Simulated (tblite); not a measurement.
Compound: C4H7Cl2 (doublet state).
Numbering: `[CH3:1][C:2]([CH2:3][Cl:4])[CH2:5][Cl:6]` (hydrogens: H7, H8, H9 on C1; H10, H11 on C3; H12, H13 on C5)

Structure used (GFN2-xTB), in Å, numbered top down from 1:
```xyz
13
C4H7Cl2 angstrom
C     -1.0076   -1.1208    0.1027
C     -0.0077   -0.0297    0.0132
C      1.3330   -0.2843   -0.4865
Cl     2.4671   -0.6323    0.9578
C     -0.3812    1.3246    0.3930
Cl    -1.0322    2.2236   -1.1069
H     -1.7682   -0.9999   -0.6749
H     -1.5306   -1.0954    1.0592
H     -0.5402   -2.0930   -0.0237
H      1.7928    0.5770   -0.9654
H      1.4154   -1.1771   -1.1003
H      0.4600    1.9347    0.7137
H     -1.2050    1.3732    1.1003
```

All values are computed: GFN2-xTB (tblite) harmonic vibrations without scaling, gas phase. Against measured fundamentals such values can be off by several per cent, at times by over 20. One conformer, not necessarily the lowest. Open shells enter through the occupations alone, without spin polarisation, and single modes of such species can be off by tens of per cent. The optimisation stopped once no atom felt more than 0.01 eV/Å.

Lowest wavenumbers of the output (negative numbers stand for imaginary wavenumbers):
```
mode    cm-1
  1     -38.5
  2      39.9
  3      63.3
  4     122.3
  5     189.4
  6     333.5
  7     389.4
  8     415.0
  9     532.2
 10     576.0
```

Q: Is this structure a minimum?

A: Not by this Hessian. 1 mode is imaginary beyond 20i (38i cm⁻¹), so at this level the point lies at or near a first-order saddle. The curvature is small, so loose convergence or finite differences may be the whole cause.

Q: Which atoms move in the imaginary mode?

A: 38i: H7 (hydrogen on carbon) 37 %, H8 (hydrogen on carbon) 30 %, H9 (hydrogen on carbon) 28 %. These are shares of the mass-weighted motion.

Q: What is the remedy?

A: Step along that mode in both directions, optimise again with tighter thresholds and repeat the frequencies. The zero-point energy of this point (60.9 kcal/mol) counts the 32 real modes alone, and thermal corrections from it aren't those of a minimum.
